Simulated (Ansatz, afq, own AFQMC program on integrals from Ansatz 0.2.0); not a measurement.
SiH4Br, doublet: AFQMC among the cluster methods

```yaml
atoms:
  - { symbol: Si, position_ang: [-2.4509, 0.0000, 0.0000] }
  - { symbol: H, position_ang: [-2.9457, 1.3997, 0.0000] }
  - { symbol: H, position_ang: [-2.9457, -0.6999, 1.2122] }
  - { symbol: H, position_ang: [-2.9457, -0.6999, -1.2122] }
  - { symbol: H, position_ang: [-0.9663, 0.0000, 0.0000] }
  - { symbol: Br, position_ang: [0.9851, 0.0000, 0.0000] }
```

Connectivity, by distances: SiH3 ··· Br, 1 bridging H.

Basis cc-pVTZ. Only valence electrons are correlated. Integrals, coupled cluster, full CI and functionals: Ansatz 0.2.0; the random walks run on the same integrals in our own AFQMC program. The CISD trial takes its coefficients from CCSD amplitudes. Released means that phaseless walkers are propagated on without the constraint, phases kept. Uncertainties: one standard error, sampling alone. No spin–orbit coupling.

Determinant: UHF, the one that the program's search chose, which needn't be the lowest solution. The geometry is a point of a scan.

No full CI on the walks' own integrals is used here. The released AFQMC energy serves as the reference, which it does only where one determinant dominates, the energy is flat over the last release times and near the phaseless one (40 meV or 2 meV an electron, half that with transition metals). On small molecules, where full CI could be run and the noise was under 10 meV, such values lay within 10 meV of it in 19 cases of 20, a flattering rate, since the rule was set on those same cases; what remains of the bias isn't in the error bar.

Cautions: no relativity below Rb; no spin-orbit coupling; inner d shell frozen; the released value is read at 1.50 1/Eh (meV from the phaseless value at times in 1/Eh: -5 ± 4 at 0.24, -3 ± 11 at 0.51, -24 ± 7 at 0.99, -15 ± 7 at 1.50).

- T1 diagnostic: 0.0132
- weight of the determinant in the CISD state: 0.853
- ⟨S²⟩ of the determinant: 0.765
- size of the correlated space: 15 electrons in 114 orbitals

```json
{"level": "MP2", "correlation energy (eV)": "-7.8867"}
{"level": "CCSD", "correlation energy (eV)": "-9.1828"}
{"level": "CCSD(T)", "correlation energy (eV)": "-9.4564"}
```

**Question.** Estimate where AFQMC with the constraint released lies against CCSD(T) on the same integrals.

**Answer.** 4.6 ± 0.7 kJ/mol below CCSD(T).

Reference: AFQMC with the constraint released, correlation energy -9.504 ± 0.007 eV.

| level | E − E(reference) (kJ/mol) | share of correlation (%) |
| --- | --- | --- |
| CCSD(T) | 4.6 ± 0.7 | 99.50 |
| ph-AFQMC/CISD | 1.4 ± 0.9 | 99.85 |

A walk keeps the symmetry of its determinant, which the program's search chose and which needn't be the lowest solution, so a lower state of the same spin and another symmetry isn't excluded. Released energies are given only where the last usable release times agree within the noise; a slower fall can still hide under it.
